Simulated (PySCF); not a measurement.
Molecule: `CP(C)(C)=O`, C$_{3}$H$_{9}$OP.

Atom-mapped SMILES (the numbers label the heavy atoms): `[CH3:1][P:2]([CH3:3])([CH3:4])=[O:5]`. Each H is labelled by its parent atom.

Geometry PBE0-D3(BJ)/def2-SVP throughout; GIAO in PySCF 2.14, gas phase, one conformer, non-relativistic; equivalent atoms averaged; functional PBE0.

(1) How do the absolute shieldings σ depend on the basis set? (ppm; last column core-seconds on 1 thread of an Intel Xeon Platinum 8488C, shared host)

(2) Which nucleus moves most, in ppm?

(3) Taking the largest basis, pcSseg-2 (313 functions), as the yardstick, rank the others by their worst heavy-atom deviation.

Answers

(1) 
```
  basis set  functions  C1/C3/C4     P2     O5  H(C1)/H(C3)/H(C4)  core-s
   pcSseg-0         67     172.2  341.0  231.4              31.60     4.8
    cc-pVDZ        119     178.0  384.9  240.6              30.25     9.4
aug-cc-pVDZ        200     175.3  383.4  246.2              30.16      19
   IGLO-III        274     163.9  297.6  222.4              30.17      30
    cc-pVTZ        280     168.1  324.1  228.7              30.12      31
   pcSseg-2        313     164.5  290.3  223.2              30.05      42
```

(2) P2 (phosphorus bonded to 3 C, O): from 290.3 ppm with pcSseg-2 to 384.9 ppm with cc-pVDZ. The smallest spread is 1.56 ppm, at H(C1)/H(C3)/H(C4). Proton shifts span only some 12 ppm, so a few tenths of a ppm matter as much there as several ppm in carbon.

(3) IGLO-III 7.3 ppm (274 functions), cc-pVTZ 33.8 ppm (280 functions), pcSseg-0 50.7 ppm (67 functions), aug-cc-pVDZ 93.1 ppm (200 functions), cc-pVDZ 94.6 ppm (119 functions).

A small basis that lands close on one nucleus may do so by chance; judge by the trend and by all nuclei.
